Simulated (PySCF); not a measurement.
An element was calculated at UHF (PySCF 2.14, non-relativistic, a quadruple-zeta basis, no spin-orbit coupling), in the ground configurations that NIST lists.

| Item | Value |
| --- | --- |
| first ionisation energy | 14.546 eV |
| second ionisation energy | 26.369 eV |
| third ionisation energy | 39.398 eV |
| polarisability of the atom | 10.7 bohr³ |

**Question.** Which element is it?

**Answer.** Argon (Ar, Z = 18), in aug-cc-pwCVQZ. NIST lists 15.760, 27.630, 40.735 ± 0.012 eV for these ionisation energies.
